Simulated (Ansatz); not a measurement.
# CH₃B+ (doublet): from Hartree-Fock to the top rungs, cc-pVDZ

How much of the correlation energy of CH₃B+ (doublet) does each wave-function method recover here?

Method: cc-pVDZ, core rule «outside noble gas», up to 2 orbitals frozen; program: Ansatz 0.2.0, Gaussian basis.

Plan: UHF; CCSD(T) on ROHF; CCSD(T) on UHF; BCCD(T) on ROHF; CISD; CCSDT(Q) on ROHF; CCSDT(Q) on UHF; CASSCF and NEVPT2, 9 electrons in 11 orbitals.

20 further runs of the same task are left out: 7 that didn't finish, 13 set aside as unsound or not needed.

## 1. The geometry

The geometry is a PBE0/def2-TZVP stationary point (not a proven minimum) of the parent state, kept for this charge and spin.

5 atoms, charge 1, spin multiplicity 2.

Atoms are counted from 1 here; the program's logs count them from 0.

Bond lengths: B1–C2 1.496 Å, B1–H3 1.202 Å, B1–H4 1.196 Å, C2–H5 1.082 Å. Angles: C2–B1–H3 119.8°, C2–B1–H4 120.9°, H3–B1–H4 119.3°, B1–C2–H5 144.8°.

## 2. UHF

in.yaml reads:

```yaml
crystal:
  periodic: [false, false, false]
  atoms:
    - {symbol: B, position_ang: [0.000000, 0.050359, 0.739783]}
    - {symbol: C, position_ang: [0.000000, -0.101482, -0.748988]}
    - {symbol: H, position_ang: [0.000000, 1.148901, 1.227395]}
    - {symbol: H, position_ang: [0.000000, -0.908685, 1.455152]}
    - {symbol: H, position_ang: [0.000000, 0.428910, -1.692336]}
basis:
  gaussian: {orbitals: cc-pVDZ}
total_charge: 1
magnetization: {spin_polarized: true, initial_magnetization: 1}
hamiltonian: {xc: hf}
output: {orbitals: {seedname: orbitals}}
```

On the command line:

```sh
> ansatz run in.yaml --threads 1 --pin off --events-out ev --progress --plain --max-ram 2393MiB
```

The runs that follow: CCSD(T) on ROHF; CCSD(T) on UHF; BCCD(T) on ROHF; CISD; CCSDT(Q) on ROHF; CCSDT(Q) on UHF; CASSCF and NEVPT2, 9 electrons in 11 orbitals.

Q: Predict the results of all the runs planned. Wanted: UCCSDT(Q) from the RHF energy; RMP2 from UCCSDT(Q); UMP2 from UCCSDT(Q); RCCSD from UCCSDT(Q); RCCSD(T) from UCCSDT(Q); UCCSD(T) from UCCSDT(Q); RCCSDT(Q) from UCCSDT(Q); NEVPT2 valence from UCCSDT(Q); T1 diagnostic.

As calculated:

| quantity | value |
| --- | --- |
| UCCSDT(Q) from the ROHF energy | -5.6519 eV |
| RMP2 from UCCSDT(Q) | +1312.9 meV |
| UMP2 from UCCSDT(Q) | +1311.9 meV |
| RCCSD from UCCSDT(Q) | +224.8 meV |
| RCCSD(T) from UCCSDT(Q) | +56.6 meV |
| UCCSD(T) from UCCSDT(Q) | +57.5 meV |
| RCCSDT(Q) from UCCSDT(Q) | +2.3 meV |
| NEVPT2 valence from UCCSDT(Q) | +691.6 meV |
| levels within 1 kcal/mol (43 meV) | RCCSDT, UCCSDT, RCCSDT(Q) |
| T1 diagnostic | 0.041 |
| effectively unpaired electrons | 1.05 |

RCCSD(T) misses by +56.6 meV, 1.0 % of the correlation energy. The occupations are near whole numbers, but T1 = 0.041 shows that the orbitals relax strongly. These misses are within one basis, not against nature; the frozen cores of restricted and unrestricted runs differ, which can shift their rows.

With open shells the CI space here admits some triples and quadruples, so it is larger than plain CISD.
